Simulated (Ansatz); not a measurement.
## Fe9Co7: computed properties

Method: DFT PBEsol, scalar-relativistic, plane waves, PAW (Ansatz).

Cutoff 420 eV; k points 6×6×6 on the computed 16-atom cell (Γ-centred); Gaussian smearing, width 0.10 eV; collinear spin from starting moments 3.01 3.01 3.01 3.01 3.01 3.01 3.01 3.01 2.65 2 2 2 2 2 2 2 μB.

The structure is relaxed at this level of theory with its symmetry kept. Whether it is the stable form of this composition wasn't checked.

```
CELL_PARAMETERS angstrom
5.60946 0.00000 0.00000
0.00000 5.60946 0.00000
0.00000 0.00000 5.60946
ATOMIC_POSITIONS crystal
Fe 0.74996 0.74996 0.74996
Fe 0.25004 0.74996 0.74996
Fe 0.25004 0.25004 0.25004
Fe 0.74996 0.25004 0.74996
Fe 0.74996 0.74996 0.25004
Fe 0.74996 0.25004 0.25004
Fe 0.25004 0.25004 0.74996
Fe 0.25004 0.74996 0.25004
Fe 0.00000 0.00000 0.00000
Co 0.00000 0.50000 0.50000
Co 0.50000 0.00000 0.00000
Co 0.50000 0.50000 0.00000
Co 0.50000 0.00000 0.50000
Co 0.00000 0.00000 0.50000
Co 0.50000 0.50000 0.50000
Co 0.00000 0.50000 0.00000
```

```
Space group                                                       : Pm-3m (No. 221)
Volume per atom                                                   : 11.03 Å³
Formation energy from the elements' standard states (uncorrected) : -0.032 eV/atom
Kohn–Sham band gap                                                : none (metal)
Density of states at the Fermi level                              : 8.05 states/eV per cell
Löwdin character within 0.5 eV of the Fermi level                 : Fe 3d 56 %, Co 3d 33 %
Bulk modulus                                                      : 219 GPa
Its pressure derivative                                           : 4.1
Total moment                                                      : 36.50 μB per cell
Site moments (μB; atoms counted from 1 over the whole cell)       : Fe (atom 1) 2.73, Fe (atom 2) 2.73, Fe (atom 3) 2.73, Fe (atom 4) 2.73, Fe (atom 5) 2.73, Fe (atom 6) 2.73, Fe (atom 7) 2.73, Fe (atom 8) 2.73, Fe (atom 9) 2.41, Co (atom 10) 1.81, Co (atom 11) 1.82, Co (atom 12) 1.81, Co (atom 13) 1.81, Co (atom 14) 1.82, Co (atom 15) 1.82, Co (atom 16) 1.82
```

Only this magnetic start was tried.

Cost: 9 runs of about 28 core-minutes in all, on Intel Xeon 6975P-C (Granite Rapids) (shared hosts).